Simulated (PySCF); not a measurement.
Molecule: SMILES C1C(C=O)C1, C$_{4}$H$_{6}$O.

Structure with atom numbers: `[O:1]=[CH:2][CH:3]1[CH2:4][CH2:5]1`; H(Xn) means a hydrogen on atom n. Ha(C4), Ha(C5) are cis to C2 on the ring; Hb(C4), Hb(C5) are trans to C2 on the ring.

Spin–spin couplings on one PBE0-D3(BJ)/def2-SVP geometry, PySCF, gas phase, non-relativistic, equivalent pairs averaged (without the spin–dipole term); isotopes ¹H; functional B3LYP.

Reference values (Hz): ³J(H(C3),Hb(C4)) = 8.0 (measured; solution (compiled); Pretsch, Buehlmann, Badertscher, Structure Determination of Organic Compounds, 4th ed., Springer 2009); ³J(H(C3),Ha(C4)) = 4.6 (measured; solution (compiled); Pretsch, Buehlmann, Badertscher, Structure Determination of Organic Compounds, 4th ed., Springer 2009); ²J(Hb(C4),Ha(C4)) = -4.5 (measured; solution (compiled); Pretsch, Buehlmann, Badertscher, Structure Determination of Organic Compounds, 4th ed., Springer 2009).

How do the couplings (Hz) change with the basis set? Times are CPU seconds on shared hosts with different chips, so compare them loosely. Far from the basis limit: 6-31G*, pcJ-0, 6-31G-J, def2-TZVP, cc-pVTZ.

Answers


```
basis set  functions  ³J(H(C3),Hb(C4))  ³J(H(C3),Ha(C4))  ²J(Hb(C4),Ha(C4))  mean abs. error  core-s
   6-31G*         82               7.9               3.2               -7.8              1.6     4.6
    pcJ-0         83               8.0               4.3               -6.4              0.7     4.2
  6-31G-J         84               9.5               4.1               -8.9              2.2     4.8
def2-TZVP        191               7.6               4.0               -4.5              0.3      18
    pcJ-1        195               9.3               5.2               -5.7              1.0      27
  cc-pVTZ        234               7.7               4.1               -4.6              0.3      24
```

Errors compare magnitudes, without vibrational corrections, and the largest couplings weigh most in the mean. Closest: cc-pVTZ and def2-TZVP, practically level; furthest: 6-31G-J.

The Fermi-contact term samples the wavefunction at the nucleus, which is why sets with added tight s functions (names with J) are made for couplings. Agreement of an ordinary basis with the reference is then largely a cancellation of errors.
